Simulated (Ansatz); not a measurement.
**Si₂HO (quartet): the correlation ladder at a displaced geometry (v2), cc-pVDZ**

One table from this session's results is given with a row withheld; the runs are named, their logs left out.

The runs use Ansatz 0.2.0, Gaussian basis; cc-pVDZ, core rule «outside noble gas», up to 11 orbitals frozen.

The runs, in order: UHF; CCSD(T) on ROHF; CCSD(T) on UHF; BCCD(T) on ROHF; CISD; CCSDT(Q) on ROHF; CCSDT(Q) on UHF.

23 further runs of the same task are left out: 10 that didn't finish, 13 set aside as unsound or not needed.

## What is computed

The geometry is a PBE0/def2-TZVP stationary point (not a proven minimum) with its atoms shifted at random (size 0.100 Å).

4 atoms, charge 0, spin multiplicity 4.

Atoms are counted from 1 here; the program's logs count them from 0.

Bond lengths: O1–Si2 1.532 Å, Si2–Si3 2.311 Å, Si3–H4 1.535 Å. Angles: O1–Si2–Si3 128.2°, Si2–Si3–H4 135.1°.

As a file:

```
O     0.09722   -0.53493    1.83436
Si   -0.06765    0.42277    0.64951
Si    0.00897   -0.06931   -1.60704
H     0.09208   -1.35796   -2.43676
```

The first run:

The input, in.yaml:

```yaml
crystal:
  periodic: [false, false, false]
  atoms:
    - {symbol: O, position_ang: [0.097220, -0.534926, 1.834357]}
    - {symbol: Si, position_ang: [-0.067654, 0.422772, 0.649513]}
    - {symbol: Si, position_ang: [0.008966, -0.069307, -1.607036]}
    - {symbol: H, position_ang: [0.092075, -1.357960, -2.436764]}
basis:
  gaussian: {orbitals: cc-pVDZ}
magnetization: {spin_polarized: true, initial_magnetization: 3}
hamiltonian: {xc: hf}
output: {orbitals: {seedname: orbitals}}
```

Run with:

```bash
$ ansatz run in.yaml --threads 1 --pin off --events-out ev --progress --plain --max-ram 2393MiB
```

Steps of the session up to this table: UHF; CCSD(T) on ROHF; CCSD(T) on UHF; BCCD(T) on ROHF; CISD; CCSDT(Q) on ROHF; CCSDT(Q) on UHF.

One of the session's tables, all rows but one given; the rest of the session is left out.

| method | from RCCSDT(Q) (meV) |
| --- | --- |
| ROHF | ? |
| UHF | +10074.2 |
| RMP2 | +1076.6 |
| UMP2 | +1131.4 |
| CISD | +1567.6 |
| RCCSD | +503.5 |
| UCCSD | +495.2 |
| RCCSD(T) | +81.9 |
| UCCSD(T) | +87.4 |
| BCCD(T) | +80.3 |
| RCCSDT | +33.8 |
| UCCSDT | +34.2 |
| RCCSDT(Q) | 0 |
| UCCSDT(Q) | -22.0 |

**Question.** Estimate the row for ROHF.

The run gave: from RCCSDT(Q) (meV): +10293.6. In the column «from RCCSDT(Q) (meV)» it is the highest.

To keep in mind: Restricted and unrestricted rows rest on different reference determinants; where their highest levels disagree by more than a few hundredths of an eV, they describe different states and don't form one ladder.
